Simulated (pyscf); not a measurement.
Structures and frequencies: ωB97X-D3(BJ)/def2-SVP in PySCF.

**Question.** What is the homolytic dissociation enthalpy (298 K, ωB97M-D3(BJ)/def2-TZVP) of the C–C bond of H₃C–CH(Cl)–CH(F)–F (SMILES CC(Cl)C(F)F), to CH₃• + F–CH(F)–CH•–Cl?

**Answer.** C–C to CH₃• + F–CH(F)–CH•–Cl: 3.89 eV. The 7 functionals that were run give +3.50 (r²SCAN) to +3.94 eV (M06-2X). Other isomers of F–CH(F)–CH•–Cl were not searched in full and may lie lower.
